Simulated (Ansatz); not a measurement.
## Band gap of zinc-blende InP: levels of theory against measurement

Reference value: 1.47 eV (measured, zero-point renormalisation of 0.05 eV added back here (the table's ZPR column); inputs from Chen et al. (2018), doi:10.1103/physrevmaterials.2.073803).

### Question
Which of these levels comes closest to the reference?
A. Hartree–Fock (Ansatz, an electronic-structure program)
B. LDA+SOC (Ansatz)
C. r²SCAN-D4 (Ansatz)
D. PBE-D4 (Ansatz)

### Answer
C, r²SCAN-D4 (Ansatz)

```
level (code)              value (eV)  cell (Å³/atom)  error (eV)
---------------------  -------------  --------------  ----------
LDA+SOC (Ansatz)       0.43 (direct)           25.27       -1.04
PBE-D4 (Ansatz)                 0.63           25.56       -0.84
r²SCAN-D4 (Ansatz)              1.09           25.51       -0.38
Hartree–Fock (Ansatz)           7.12           25.27       +5.65
```

Closest of the ranked levels: r²SCAN-D4 (-0.38 eV). Farthest off among them: Hartree–Fock (+5.65 eV). Every ranked level misses the reference by more than 0.2 eV.

Semilocal Kohn–Sham gaps run low as a rule, and all computed gaps are for a static lattice, while measured ones hold electron–phonon shifts unless said otherwise. Levels without +SOC have no spin–orbit coupling; where heavier elements are present it shifts gaps, mostly down, and can invert bands.  Values are at the measured cell; PBE-D4 at the level's own equilibrium cell; r²SCAN-D4 at the level's own relaxed cell. Cutoffs and k meshes differ between the levels. Ansatz's density-functional and Hartree–Fock values are scalar-relativistic unless marked +SOC, with PAW data made under PBE.

Differences are worked out from the printed values.
